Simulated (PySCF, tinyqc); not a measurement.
Orbital energy against energy difference: ionisation energy by orbital energies and by energy differences in the cc-pvdz basis, for BH, spin multiplicity 1. Computed by the program tinyqc with PySCF. The cation is unrestricted; errors are against CCSD(T) in this basis, not against experiment.

Geometry (angstrom):
```
atom       x       y       z
B     0.0000  0.0000  0.0000
H     0.0000  0.0000  1.0520
```

CCSD(T) difference in the same basis = 9.4948 eV

IP-EOM-CCSD = 9.5156 eV

First vertical ionisation energy (eV):
```
method     -e(HOMO)  E(cation) - E  error of -e(HOMO)  error of the difference
HF           9.2171       8.274307            -0.2777                  -1.2205
LDA          5.0765       9.533078            -4.4184                   0.0382
PBE          5.0995       9.434384            -4.3953                  -0.0605
B3LYP        6.1340       9.569695            -3.3608                   0.0749
PBE0         6.3242       9.387703            -3.1706                  -0.1071
CAM-B3LYP    7.7374       9.552379            -1.7575                   0.0575
LC-wPBE      9.1838       9.459238            -0.3111                  -0.0356
```

What does the comparison show, and why?

Koopmans errs by -0.28 eV and Delta-HF by -1.22 eV: relaxation, 0.94 eV, lowers the value and the missing correlation difference works against it. The PBE level is off by -4.4 eV through the wrong tail of its potential, though its energy difference is off by -0.06 eV; exact exchange deepens the level, and among the orbital energies HF comes closest; among the differences LC-wPBE does. The restricted reference is unstable here: a spin-polarised solution lies 0.0079 hartree lower (PySCF), so results built on it describe a poor reference.
